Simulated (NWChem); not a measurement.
**How basis sets differ on C3H3NO (oxazole)**

C3H3NO: 8 atoms, total charge 0, spin state singlet. As SMILES, `c1cocn1`. Geometry: relaxed at PBE0-D4/def2-TZVP.

Quantity: the dipole moment, in D. The values are calculated.

**The experiment to reproduce.** NIST CCCBDB gives the dipole moment of the gas as 1.50 D.

```json
{"level": "SVWN5/STO-3G", "kind": "LDA", "program": "NWChem", "value (D)": "1.74", "computed − measured": "+0.24", "CPU time": "3.2 s"}
{"level": "SVWN5/6-31G", "kind": "LDA", "program": "NWChem", "value (D)": "1.65", "computed − measured": "+0.15", "CPU time": "6.2 s"}
{"level": "SVWN5/def2-SVP", "kind": "LDA", "program": "NWChem", "value (D)": "1.55", "computed − measured": "+0.05", "CPU time": "16 s"}
{"level": "SVWN5/6-311G**", "kind": "LDA", "program": "NWChem", "value (D)": "1.58", "computed − measured": "+0.08", "CPU time": "23 s"}
{"level": "SVWN5/6-311G(2df,2pd)", "kind": "LDA", "program": "NWChem", "value (D)": "1.55", "computed − measured": "+0.05", "CPU time": "2 min"}
```

Nearest: SVWN5/def2-SVP (+0.05 D), SVWN5/6-311G(2df,2pd) (+0.05 D); farthest: SVWN5/STO-3G (+0.24 D). The measured dipole is a vibrational average, so differences of a few hundredths of a debye mean little. Sets without polarisation functions give poor dipoles. Without the sets that lack polarisation functions the rows with a basis span only 1.55 to 1.58 D. Times are those of the runs behind each value, whatever else they computed, on shared processors of several kinds: orders of magnitude only.
